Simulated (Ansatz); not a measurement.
Species, as SMILES: ClCl (Cl2).
Atoms: Cl1, Cl2. Bonds: Cl1-Cl2.

Basis-set convergence of the optimised Cl1-Cl2 bond length at PBE with Ansatz (an electronic-structure program). Cartesian d functions, on some or all atoms, in 6-311G**, 6-311+G**; all else is spherical. The program fits the integrals of some runs and decomposes those of others, by size. No added dispersion term, no relativity. Reference: the value in pcseg-4, 2.0032 Å, itself unsure by roughly 0.0006 Å (its mean distance from aug-pcseg-3, aug-cc-pV(Q+d)Z, cc-pV(5+d)Z). Deviations are taken from unrounded values.

```json
[
 {"basis": "def2-SVP", "functions": "36", "optimised Cl1-Cl2 bond length (Å)": "2.0537"},
 {"basis": "def2-SVPD", "functions": "54", "optimised Cl1-Cl2 bond length (Å)": "2.0590"},
 {"basis": "pcseg-1", "functions": "36", "optimised Cl1-Cl2 bond length (Å)": "2.0447"},
 {"basis": "aug-pcseg-1", "functions": "54", "optimised Cl1-Cl2 bond length (Å)": "2.0425"},
 {"basis": "cc-pV(D+d)Z", "functions": "46", "optimised Cl1-Cl2 bond length (Å)": "2.0235"},
 {"basis": "aug-cc-pV(D+d)Z", "functions": "64", "optimised Cl1-Cl2 bond length (Å)": "2.0198"},
 {"basis": "6-311G**", "functions": "54", "optimised Cl1-Cl2 bond length (Å)": "2.0498"},
 {"basis": "6-311+G**", "functions": "62", "optimised Cl1-Cl2 bond length (Å)": "2.0482"},
 {"basis": "pcseg-2", "functions": "68", "optimised Cl1-Cl2 bond length (Å)": "2.0134"},
 {"basis": "aug-pcseg-2", "functions": "100", "optimised Cl1-Cl2 bond length (Å)": "2.0095"},
 {"basis": "def2-TZVP", "functions": "74", "optimised Cl1-Cl2 bond length (Å)": "2.0083"},
 {"basis": "def2-TZVPD", "functions": "92", "optimised Cl1-Cl2 bond length (Å)": "2.0058"},
 {"basis": "cc-pV(T+d)Z", "functions": "78", "optimised Cl1-Cl2 bond length (Å)": "2.0063"},
 {"basis": "aug-cc-pV(T+d)Z", "functions": "110", "optimised Cl1-Cl2 bond length (Å)": "2.0068"},
 {"basis": "def2-TZVPP", "functions": "84", "optimised Cl1-Cl2 bond length (Å)": "2.0080"},
 {"basis": "def2-TZVPPD", "functions": "102", "optimised Cl1-Cl2 bond length (Å)": "2.0056"},
 {"basis": "cc-pV(Q+d)Z", "functions": "128", "optimised Cl1-Cl2 bond length (Å)": "2.0045"},
 {"basis": "aug-cc-pV(Q+d)Z", "functions": "178", "optimised Cl1-Cl2 bond length (Å)": "2.0042"},
 {"basis": "pcseg-3", "functions": "128", "optimised Cl1-Cl2 bond length (Å)": "2.0031"},
 {"basis": "aug-pcseg-3", "functions": "178", "optimised Cl1-Cl2 bond length (Å)": "2.0029"},
 {"basis": "def2-QZVPP", "functions": "140", "optimised Cl1-Cl2 bond length (Å)": "2.0047"},
 {"basis": "def2-QZVPPD", "functions": "158", "optimised Cl1-Cl2 bond length (Å)": "2.0044"}
]
```

What the diffuse functions change, pair by pair:
- def2-SVP to def2-SVPD: 18 more functions, deviation 0.0504 to 0.0558 Å
- pcseg-1 to aug-pcseg-1: 18 more functions, deviation 0.0414 to 0.0392 Å
- cc-pV(D+d)Z to aug-cc-pV(D+d)Z: 18 more functions, deviation 0.0203 to 0.0166 Å
- 6-311G** to 6-311+G**: 8 more functions, deviation 0.0465 to 0.0450 Å
- pcseg-2 to aug-pcseg-2: 32 more functions, deviation 0.0101 to 0.0063 Å
- def2-TZVP to def2-TZVPD: 18 more functions, deviation 0.0050 to 0.0025 Å
- cc-pV(T+d)Z to aug-cc-pV(T+d)Z: 32 more functions, deviation 0.0030 to 0.0035 Å
- def2-TZVPP to def2-TZVPPD: 18 more functions, deviation 0.0048 to 0.0023 Å
- cc-pV(Q+d)Z to aug-cc-pV(Q+d)Z: 50 more functions, deviation 0.0013 to 0.0009 Å
- pcseg-3 to aug-pcseg-3: 50 more functions, deviation -0.0001 to -0.0004 Å
- def2-QZVPP to def2-QZVPPD: 18 more functions, deviation 0.0014 to 0.0011 Å

They bring the value nearer the reference by more than 0.0006 Å in 6 of 11 pairs.
